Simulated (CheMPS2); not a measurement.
# PH3 (phosphine): DMRG/6-31G

What is the energy change on altering one bond length of PH3 (phosphine) at DMRG/6-31G? 

The calculation is run with CheMPS2 1.8.12.

2 further runs of the same task are left out: 1 that didn't finish, 1 set aside as unsound or not needed.

## 1. The molecule

PH3 has 4 atoms, charge 0, and is taken as a singlet. As SMILES, `P`. The shape is that of a PBE0-D4/def2-TZVP optimisation.

Bond lengths: P1–H2 1.420 Å, P1–H3 1.420 Å, P1–H4 1.420 Å. Angles: H2–P1–H3 93.1°, H2–P1–H4 93.1°, H3–P1–H4 93.1°.

## 2. The energy at DMRG/6-31G

integrals.py reads:

```python
from pyscf import ao2mo, cc, dft, gto, mcscf, mp, scf
from pyscf.tools import fcidump

mol = gto.M(atom="""
P
H 1 1.419782
H 1 1.419768 2 93.0914
H 1 1.419738 3 93.10704 2 -93.27822
""", basis="6-31g", charge=0, spin=0, verbose=4, max_memory=2000)
print("basis functions                = %d" % (mol.nao))
mf = scf.RHF(mol)
mf.conv_tol = 1e-10
mf.max_cycle = 200
mf.kernel()
if not mf.converged:
    mf = mf.newton().run(mf.mo_coeff, mf.mo_occ)
print("SCF energy                     = %.10f" % (mf.e_tot))
# MP2, CCSD and CCSD(T) with the same frozen core
ref = mf
pt = mp.MP2(ref, frozen=5).run()
mycc = cc.CCSD(ref, frozen=5)
mycc.max_cycle = 150
mycc.kernel()
print("MP2 total energy               = %.10f" % (pt.e_tot))
if mycc.converged:
    print(f"CCSD total energy              = {mycc.e_tot:.10f}")
    print(f"E(CCSD(T))                     = {mycc.e_tot + mycc.ccsd_t():.10f}")
    print("T1 diagnostic                  = %.4f" % (mycc.get_t1_diagnostic()))
# a few density functionals on the same geometry and basis
ks = dft.RKS(mol, xc="b3lyp").set(conv_tol=1e-9, verbose=3).run()
if ks.converged:
    print(f"E(B3LYP)                       = {ks.e_tot:.8f}")
ks = dft.RKS(mol, xc="m06l").set(conv_tol=1e-9, verbose=3).run()
if ks.converged:
    print("E(M06-L)                       = %.8f" % (ks.e_tot))
ks = dft.RKS(mol, xc="camb3lyp").set(conv_tol=1e-9, verbose=3).run()
if ks.converged:
    print(f"E(CAM-B3LYP)                   = {ks.e_tot:.8f}")
# rotate to MP2 natural orbitals
occ_no, mo = mcscf.addons.make_natural_orbitals(mp.MP2(mf, frozen=5).run())
mf.mo_coeff = mo
# FCIDUMP for the DMRG program
cas = mcscf.CASCI(mf, 14, 8)
h1, ecore = cas.get_h1eff()
fcidump.from_integrals("FCIDUMP", h1, cas.get_h2eff(), 14, 8, nuc=ecore, ms=0)
# FCI check
ci = mcscf.CASCI(mf, 14, (4, 4))
ci.fix_spin_(ss=0)
ci.fcisolver.conv_tol = 1e-10
ci.fcisolver.max_cycle = 200
ci.kernel()
print(f"FCI energy                     = {ci.e_tot:.10f}")
```

dmrg.input reads:

```
FCIDUMP = FCIDUMP
GROUP = 0
MULTIPLICITY = 1
NELECTRONS = 8
IRREP = 0
EXCITATION = 0
SWEEP_STATES = 50, 100, 150, 200, 200
SWEEP_ENERGY_CONV = 1e-05, 1e-05, 1e-05, 1e-05, 1e-07
SWEEP_MAX_SWEEPS = 3, 4, 4, 2, 6
SWEEP_NOISE_PREFAC = 0.5, 0.05, 0.05, 0.005, 0.0
SWEEP_DVDSON_RTOL = 3e-04, 3e-04, 3e-04, 3e-04, 3e-05
NOCC = 0
NACT = 14
NVIR = 0
MOLCAS_FIEDLER = FALSE
PRINT_CORR = TRUE
TMP_FOLDER = .
```

Command:

```bash
python integrals.py && chemps2 --file=dmrg.input
```

What it wrote:

```text
$ python integrals.py

[INPUT] verbose = 4
[INPUT] num. atoms = 4
[INPUT] num. electrons = 18
[INPUT] charge = 0
[INPUT] spin (= nelec alpha-beta = 2S) = 0
[INPUT] symmetry False subgroup None
[INPUT] Mole.unit = angstrom
[INPUT] Symbol           X                Y                Z      unit          X                Y                Z       unit  Magmom
[INPUT]  1 P      0.000000000000   0.000000000000   0.000000000000 AA    0.000000000000   0.000000000000   0.000000000000 Bohr   0.0
[INPUT]  2 H      1.419782000000   0.000000000000   0.000000000000 AA    2.682999136587   0.000000000000   0.000000000000 Bohr   0.0
[INPUT]  3 H     -0.076566574347   0.000000000000   1.417701919840 AA   -0.144689855812   0.000000000000   2.679068354767 Bohr   0.0
[INPUT]  4 H     -0.076799785760   1.415331204168  -0.081211846787 AA   -0.145130561511   2.674588351429  -0.153468148498 Bohr   0.0

nuclear repulsion = 17.5426192008668
number of shells = 13
number of NR pGTOs = 58
number of NR cGTOs = 19
basis = 6-31g
ecp = {}
CPU time:         0.56
basis functions                = 19

[... 37 lines left out ...]
converged SCF energy = -342.395714309291
[... 37 lines left out ...]
CCSD total energy              = -342.4806754223
[... 67 lines left out ...]
CASCI converged
[... 94 lines left out ...]
***     Maximum discarded weight = 4.74547338332984e-06
[... 21 lines left out ...]
***     Minimum energy           = -342.480658883897
[... 21 lines left out ...]
***     Minimum energy           = -342.481104948436
[... 15 lines left out ...]
***     Maximum discarded weight = 2.91619643859185e-05
[... 20 lines left out ...]
***     Minimum energy           = -342.481524046744
[... 21 lines left out ...]
***     Minimum energy           = -342.481627151631
[... 15 lines left out ...]
***     Maximum discarded weight = 8.54831585403033e-06
[... 21 lines left out ...]
***     Maximum discarded weight = 2.51519204513786e-06
[... 22 lines left out ...]
***     Maximum discarded weight during the last sweep     = 2.53441319131492e-06
[... 21 lines left out ...]
***     Maximum discarded weight during the last sweep     = 2.56970177963601e-06
[... 83 lines left out ...]
   -0.000061    0.002992    0.003213    0.003213    0.001253    0.001253    0.003121    0.001350
    0.002992   -0.000174    0.006527    0.006524    0.003218    0.003221    0.003666    0.003686
    0.003213    0.006527   -0.000161    0.006091    0.002917    0.006475    0.003407    0.000841
[... 10 lines of this table left out ...]
    0.000060    0.000155    0.000118    0.000117    0.000057    0.000057    0.000110    0.000007

   Columns 9 to 14

    0.000723    0.000723    0.001191    0.000158    0.000157    0.000060
    0.000585    0.000586    0.000474    0.000233    0.000233    0.000155
    0.000582    0.002159    0.000492    0.000403    0.000145    0.000118
[... 10 lines of this table left out ...]
    0.000039    0.000039    0.000026    0.000025    0.000024   -0.000000

--------------------------------------------------------
Two-orbital mutual information = 0.5 * ( s1(i) + s1(j) - s2(i,j) ) * ( 1 - delta(i,j) )
Hamiltonian index order is used!

   Columns 1 to 8

    0           0.007327    0.007148    0.006883    0.005686    0.005687    0.013523    0.004590
    0.007327    0           0.016429    0.015315    0.021048    0.021079    0.013566    0.019226
    0.007148    0.016429    0           0.012322    0.010530    0.054052    0.017111    0.002976
[... 10 lines of this table left out ...]
    0.000167    0.000400    0.000442    0.000440    0.000184    0.000200    0.000449    0.000115

   Columns 9 to 14

    0.002220    0.002222    0.003888    0.000656    0.000655    0.000167
    0.001801    0.001803    0.001870    0.001291    0.001287    0.000400
    0.001481    0.008645    0.001906    0.001474    0.000289    0.000442
[... 10 lines of this table left out ...]
    0.000124    0.000131    0.000142    0.000072    0.000070    0

--------------------------------------------------------
```

Wall time 77 s (1 thread of Arm Neoverse V1, shared host); peak memory 0.34 GiB.

## 3. The distorted shape: a single-point energy at DMRG/6-31G

integrals.py reads:

```python
from pyscf import ao2mo, cc, dft, gto, mcscf, mp, scf
from pyscf.tools import fcidump

geom = """
P
H 1 1.419782
H 1 1.419768 2 93.0914
H 1 2.1296 3 93.10705 2 -93.27821
"""
mol = gto.M(
    atom=geom,
    basis="6-31g",
    verbose=4,
    max_memory=2000,
)
print("nao                      = %d" % (mol.nao))
mf = scf.RHF(mol)
mf.conv_tol = 1e-10
mf.max_cycle = 200
mf.kernel()
if not mf.converged:
    mf = mf.newton().run(mf.mo_coeff, mf.mo_occ)
print("E(HF)                    = %.10f" % (mf.e_tot))
# MP2, CCSD and CCSD(T) with the same frozen core
ref = mf
pt = mp.MP2(ref, frozen=5).run()
mycc = cc.CCSD(ref, frozen=5)
mycc.max_cycle = 150
mycc.kernel()
print("MP2 total energy         = %.10f" % (pt.e_tot))
if mycc.converged:
    print("CCSD total energy        = %.10f" % (mycc.e_tot))
    print(f"E(CCSD(T))               = {mycc.e_tot + mycc.ccsd_t():.10f}")
    print(f"T1                       = {mycc.get_t1_diagnostic():.4f}")
# a few density functionals on the same geometry and basis
ks = dft.RKS(mol, xc="b3lyp").set(conv_tol=1e-9, verbose=3).run()
if ks.converged:
    print("E(B3LYP)                 = %.8f" % (ks.e_tot))
ks = dft.RKS(mol, xc="m06l").set(conv_tol=1e-9, verbose=3).run()
if ks.converged:
    print("E(M06-L)                 = %.8f" % (ks.e_tot))
ks = dft.RKS(mol, xc="camb3lyp").set(conv_tol=1e-9, verbose=3).run()
if ks.converged:
    print(f"E(CAM-B3LYP)             = {ks.e_tot:.8f}")
# rotate to MP2 natural orbitals
occ_no, mo = mcscf.addons.make_natural_orbitals(mp.MP2(mf, frozen=5).run())
mf.mo_coeff = mo
# write the integrals of the correlated orbitals
cas = mcscf.CASCI(mf, 14, 8)
h1, ecore = cas.get_h1eff()
fcidump.from_integrals("FCIDUMP", h1, cas.get_h2eff(), 14, 8, nuc=ecore, ms=0)
# FCI check
ci = mcscf.CASCI(mf, 14, (4, 4))
ci.fix_spin_(ss=0)
ci.fcisolver.conv_tol = 1e-10
ci.fcisolver.max_cycle = 200
ci.kernel()
print(f"FCI energy               = {ci.e_tot:.10f}")
```

dmrg.input reads:

```
FCIDUMP = FCIDUMP
GROUP = 0
MULTIPLICITY = 1
NELECTRONS = 8
IRREP = 0
EXCITATION = 0
SWEEP_STATES = 50, 100, 100
SWEEP_ENERGY_CONV = 1e-04, 1e-04, 1e-06
SWEEP_MAX_SWEEPS = 4, 3, 6
SWEEP_NOISE_PREFAC = 0.05, 0.005, 0.0
SWEEP_DVDSON_RTOL = 3e-04, 3e-04, 3e-05
NOCC = 0
NACT = 14
NVIR = 0
MOLCAS_FIEDLER = TRUE
PRINT_CORR = TRUE
TMP_FOLDER = .
```

Command:

```bash
python integrals.py && chemps2 --file=dmrg.input
```

What it wrote:

```text
$ python integrals.py

[INPUT] verbose = 4
[INPUT] num. atoms = 4
[INPUT] num. electrons = 18
[INPUT] charge = 0
[INPUT] spin (= nelec alpha-beta = 2S) = 0
[INPUT] symmetry False subgroup None
[INPUT] Mole.unit = angstrom
[INPUT] Symbol           X                Y                Z      unit          X                Y                Z       unit  Magmom
[INPUT]  1 P      0.000000000000   0.000000000000   0.000000000000 AA    0.000000000000   0.000000000000   0.000000000000 Bohr   0.0
[INPUT]  2 H      1.419782000000   0.000000000000   0.000000000000 AA    2.682999136587   0.000000000000   0.000000000000 Bohr   0.0
[INPUT]  3 H     -0.076566574347   0.000000000000   1.417701919840 AA   -0.144689855812   0.000000000000   2.679068354767 Bohr   0.0
[INPUT]  4 H     -0.115198908821   2.122989829091  -0.121817720321 AA   -0.217694387521   4.011869342218  -0.230202128525 Bohr   0.0

nuclear repulsion = 15.5691336353817
number of shells = 13
number of NR pGTOs = 58
number of NR cGTOs = 19
basis = 6-31g
ecp = {}
CPU time:         0.55
nao                      = 19

[... 63 lines left out ...]
Init t2, MP2 energy = -342.395540558489  E_corr(MP2) -0.0747818052207831
[... 16 lines left out ...]
CCSD total energy        = -342.4278772159
[... 34 lines left out ...]
converged SCF energy = -343.010948686232
[... 34 lines left out ...]
FCI energy               = -342.4297804046
[... 94 lines left out ...]
***     Minimum energy           = -342.428745109189
[... 8 lines left out ...]
***     Maximum discarded weight = 2.77794024921101e-05
[... 13 lines left out ...]
***     Minimum energy           = -342.429634744468
[... 7 lines left out ...]
***     Maximum discarded weight = 2.72519523199951e-05
[... 14 lines left out ...]
***     Maximum discarded weight = 1.62987646281155e-06
[... 13 lines left out ...]
***     Minimum energy           = -342.429760991488
[... 7 lines left out ...]
***     Maximum discarded weight = 2.91256375927439e-06
[... 14 lines left out ...]
***     Maximum discarded weight = 2.91853428784872e-06
[... 14 lines left out ...]
***     Maximum discarded weight during the last sweep     = 2.91863541009541e-06
[... 83 lines left out ...]
   -0.000076    0.003369    0.003665    0.003121    0.002543    0.001389    0.002686    0.001766
    0.003369   -0.000198    0.010676    0.002316    0.001728    0.005184    0.006188    0.003279
    0.003665    0.010676   -0.000169    0.001914    0.001010    0.008217    0.005657    0.000909
[... 10 lines of this table left out ...]
    0.000089    0.000106    0.000077    0.000117    0.000408    0.000047    0.000065    0.000036

   Columns 9 to 14

    0.000827    0.001194    0.000482    0.000257    0.000166    0.000089
    0.000746    0.000590    0.000375    0.000256    0.000253    0.000106
    0.002286    0.000710    0.000207    0.000172    0.000406    0.000077
[... 10 lines of this table left out ...]
    0.000032    0.000039    0.000031    0.000035    0.000019   -0.000000

--------------------------------------------------------
Two-orbital mutual information = 0.5 * ( s1(i) + s1(j) - s2(i,j) ) * ( 1 - delta(i,j) )
Hamiltonian index order is used!

   Columns 1 to 8

    0           0.008593    0.007718    0.007533    0.009246    0.006482    0.013262    0.005511
    0.008593    0           0.028153    0.005361    0.007697    0.037549    0.030503    0.014908
    0.007718    0.028153    0           0.002842    0.001970    0.061835    0.034144    0.003015
[... 10 lines of this table left out ...]
    0.000261    0.000286    0.000189    0.001094    0.002046    0.000075    0.000150    0.000071

   Columns 9 to 14

    0.002424    0.003968    0.001827    0.001116    0.000671    0.000261
    0.002495    0.002032    0.000950    0.000898    0.001671    0.000286
    0.009106    0.002700    0.000414    0.000420    0.001495    0.000189
[... 10 lines of this table left out ...]
    0.000062    0.000156    0.000306    0.000227    0.000039    0

--------------------------------------------------------
```

Run time: 70 s. Hardware: 1 thread of Arm Neoverse V1, shared host; peak memory 0.34 GiB.

## 4. Outcome

Level: DMRG/6-31G, 5 core orbitals frozen.

```
                                                         quantity          value
                                  run 1, DMRG/6-31G: total energy  -342.48169 Eh
                run 1, DMRG/6-31G: T1 diagnostic of the CCSD step          0.006
                                    distorted shape: total energy  -342.42976 Eh
                  distorted shape: T1 diagnostic of the CCSD step          0.017
energy change with the P1–H4 bond stretched from 1.420 to 2.130 Å       1.413 eV
```

**Reading.** With the P1–H4 bond stretched from 1.420 to 2.130 Å the energy rises by 1.41 eV (33 kcal/mol). The first shape isn't relaxed at this level, so the change isn't measured from a minimum.
